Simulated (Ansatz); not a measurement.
Two shapes of singlet CH₅N.

Shape 1:

```xyz
7

C     0.0000    0.0315   -0.6953
N     0.0000    0.0705    0.7510
H     0.0000   -0.9776   -1.1599
H    -0.8819    0.5659   -1.0833
H     0.8819    0.5659   -1.0833
H    -0.8127   -0.4182    1.1206
H     0.8127   -0.4182    1.1206
```

Shape 2:

```xyz
7

C     0.0000    0.0290   -0.6397
N     0.0000    0.0648    0.6909
H     0.0000   -0.8994   -1.0671
H    -0.8114    0.5206   -0.9966
H     0.8114    0.5206   -0.9966
H    -0.7477   -0.3847    1.0310
H     0.7477   -0.3847    1.0310
```

Basis set: cc-pVDZ (spherical functions). Correlated methods keep 2 orbitals frozen. Charge 0, multiplicity 1.

Computed with Ansatz (development build ahead of 0.2.0); each method stands on the lowest determinant of its kind that the runs found.

Question: Which shape is lower in energy, and by how much in each method?

Answer:

| method | E(2) − E(1) (eV) |
| --- | --- |
| RHF | 1.012 |
| RHF-MP2 | 1.257 |

Shape 1 is lower. Caution: no unrestricted run beside it, a lower state can exist.
